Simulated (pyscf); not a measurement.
A first-order saddle from PySCF, ωB97X-D3(BJ)/def2-SVP:

```xyz
4

In     0.3801     0.5939    -0.8801
H      1.9869     1.1797    -1.1230
F     -0.2322     0.1094     1.1448
H     -1.0222    -0.0031    -0.0353
```
Charge 0, spin multiplicity 1.

Surface: singlet, charge 0. Lowest wavenumbers (cm⁻¹): 1318i, 422, 531, 597, 1749.

Question: Name the species on either side of this saddle.

Answer: InH [singlet] + hydrogen fluoride (HF) <-> F–InH₂, an insertion read from left to right: F–H broken and F–In, H–In formed. At CCSD(T)/def2-TZVPP + ΔMP2(QZVPP) it lies +28.1 kcal/mol from the left side and +44.0 kcal/mol from the right (each side as separated species at their lowest minima found). This is the saddle that the search found; another between the same sides may lie lower. The CCSD(T) − MP2 part came from Ansatz, without density fitting, on the same reference. The frozen core leaves the outer d or s,p core shells of the metals and heavy elements correlated in the MP2 and CC values, and def2-TZVPP describes them poorly, which can shift differences by a few kcal/mol. Elements past Kr carry the def2 core potentials, without spin-orbit coupling.
